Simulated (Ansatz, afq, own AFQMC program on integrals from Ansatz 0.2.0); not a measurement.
Where AFQMC and coupled cluster stand for BH$_{3}$O, triplet

```yaml
atoms:
  - { symbol: B, position_ang: [-1.3541, 0.0000, 0.0000] }
  - { symbol: H, position_ang: [-1.9508, 1.0336, 0.0000] }
  - { symbol: H, position_ang: [-1.9508, -1.0336, 0.0000] }
  - { symbol: H, position_ang: [-0.0181, 0.0000, 0.0000] }
  - { symbol: O, position_ang: [1.1619, 0.0000, 0.0000] }
```

Connectivity, by distances: BH2 ··· O, 1 bridging H.

Basis cc-pVTZ. Only valence electrons are correlated. Ansatz 0.2.0 and our own AFQMC program on the same integrals; the CISD trial comes from CCSD amplitudes, and released means the phaseless constraint is let go. Uncertainties: one standard error, sampling alone.

Determinant: UHF, the one that the program's search chose, which needn't be the lowest solution. The geometry is a point of a scan.

No full CI on the walks' own integrals is used here. The released AFQMC energy serves as the reference, which it does only where one determinant dominates, the energy is flat over the last release times and near the phaseless one (40 meV or 2 meV an electron, half that with transition metals). On small molecules, where full CI could be run and the noise was under 10 meV, such values lay within 10 meV of it in 19 cases of 20, a flattering rate, since the rule was set on those same cases; what remains of the bias isn't in the error bar.

Cautions: lower spins were not checked; the released value is read at 2.40 1/Eh (meV from the phaseless value at times in 1/Eh: -14 ± 5 at 0.24, -15 ± 4 at 0.51, -14 ± 4 at 0.99, -27 ± 7 at 1.62, -30 ± 10 at 2.40).

- T1 diagnostic: 0.0192
- weight of the determinant in the CISD state: 0.891
- ⟨S²⟩ of the determinant: 2.036
- size of the correlated space: 12 electrons in 100 orbitals

| level | correlation energy (eV) |
| --- | --- |
| MP2 | -7.8549 |
| CCSD | -8.8472 |
| CCSD(T) | -9.0898 |

(1) Estimate where AFQMC with the constraint released lies against CCSD(T) on the same integrals.

(1) 1.09 ± 0.22 kcal/mol below CCSD(T).

Reference: AFQMC with the constraint released, correlation energy -9.137 ± 0.010 eV.

```json
{"level": "CCSD(T)", "E − E(reference) (kcal/mol)": "1.09 ± 0.22", "share of correlation (%)": "99.48"}
{"level": "ph-AFQMC/HF", "E − E(reference) (kcal/mol)": "2.50 ± 0.68", "share of correlation (%)": "98.81"}
{"level": "ph-AFQMC/CISD", "E − E(reference) (kcal/mol)": "0.69 ± 0.25", "share of correlation (%)": "99.67"}
```

A walk keeps the symmetry of its determinant, which the program's search chose and which needn't be the lowest solution, so a lower state of the same spin and another symmetry isn't excluded. Released energies are given only where the last usable release times agree within the noise; a slower fall can still hide under it.
